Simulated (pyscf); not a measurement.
Thermochemistry of product channels of H₂C=CH–CH₃ (SMILES C=CC) + Cl• (SMILES [Cl]) on the doublet surface, in kcal/mol, from ωB97M-D3(BJ)/def2-TZVP energies (ideal gas, 1 atm, RRHO with modes under 100 cm⁻¹ raised to 100, one conformer, R ln 2 for rigid chiral ones). PySCF, gas phase, ωB97X-D3(BJ)/def2-SVP geometries.

```
products                                                                ΔE  ΔH(298 K)  ΔG(298 K)  ΔG(1200 K)
-------------------------------------------------------------------  -----  ---------  ---------  ----------
C₃H₄ (SMILES [C]1CC1) [singlet] + H• (SMILES [H]) + HCl (SMILES Cl)      …     +104.9      +96.1       +66.5
H₃C–CH•–CH₂–Cl (SMILES C[CH]CCl)                                         …      -21.5      -14.0        +8.0
•H₂C–CH(CH₃)–Cl (SMILES [CH2]C(C)Cl)                                 -19.8      -20.0      -12.4        +9.9
```

Task: Some entries are withheld; supply them.

Result: 
- C₃H₄ (SMILES [C]1CC1) [singlet] + H• (SMILES [H]) + HCl (SMILES Cl), ΔE: +115.2
- H₃C–CH•–CH₂–Cl (SMILES C[CH]CCl), ΔE: -21.6

The channel to H₃C–CH•–CH₂–Cl turns unfavourable between 298 and 1200 K (ΔG from -14.0 kcal/mol to +8.0 kcal/mol). The channel to •H₂C–CH(CH₃)–Cl turns unfavourable between 298 and 1200 K (ΔG from -12.4 kcal/mol to +9.9 kcal/mol).

These are energies of the channels, which say nothing of barriers. cyclic C₃H₄ (SMILES [C]1CC1) [singlet] lies 65.5 kcal/mol over its isomer H₂C=C=CH₂, and others may lie lower still (electronic energy, ωB97M-D3(BJ)). •H₂C–CH(CH₃)–Cl lies 6.2 kcal/mol over its isomer H₃C–C•(CH₃)–Cl, and others may lie lower still (electronic energy, ωB97M-D3(BJ)). A restricted singlet here is unstable towards spin polarisation, as is usual where a triplet lies low; its energy is less safe. Left out: orbital degeneracy and the spin-orbit lowering of Cl.
